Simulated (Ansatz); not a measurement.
Geometry optimisation, UKS BLYP/def2-TZVP in Ansatz 0.2.0.

input.yaml

```yaml
crystal:
  periodic: [false, false, false]
  atoms:
    - { symbol: C, position_ang: [-0.2604, -0.6731, -0.0592] }
    - { symbol: "N", position_ang: [0.4091, 0.5774, 0.3234] }
    - { symbol: H, position_ang: [-1.3828, -0.7661, 0.1925] }
    - { symbol: H, position_ang: [0.2749, -1.4211, -0.5989] }
    - { symbol: H, position_ang: [1.41027, 0.42699, 0.52875] }
    - { symbol: H, position_ang: [-0.00434, 1.10347, 1.10935] }
magnetization:
  spin_polarized: true
  initial_magnetization: 1
basis:
  gaussian: { orbitals: def2-TZVP }
hamiltonian:
  xc: blyp
relax:
  f_tol: 0.015
  max_steps: 40
```

Launched with:

```bash
$ ansatz run input.yaml --threads 2 --pin off --max-ram 3072MiB --backend cpu --events-out ev --progress --plain --runs-dir out
```

Task: Where does it end, and by what steps?

Result: It converged. After 5 steps the energy has fallen by 0.209 eV; C1 moved furthest, 0.15 Å.

| step | energy less start (eV) | largest force component (eV/Å) | accepted |
| --- | --- | --- | --- |
| 0 | 0.0000 | 1.992 | yes |
| 1 | -0.1682 | 0.790 | yes |
| 2 | -0.2062 | 0.181 | yes |
| 3 | -0.2067 | 0.153 | yes |
| 4 | -0.2082 | 0.074 | yes |
| 5 | -0.2092 | 0.006 | yes |

```xyz
6
Properties=species:S:1:pos:R:3
C -0.248 -0.710 0.087
N 0.393 0.509 0.356
H -1.334 -0.701 0.107
H 0.255 -1.380 -0.606
H 1.404 0.460 0.457
H -0.023 1.070 1.095
```

Time of the run: 2.8 s on 2 threads of AMD EPYC 9R45 96-Core Processor (Zen 5) (shared host), peak memory 0.15 GiB.
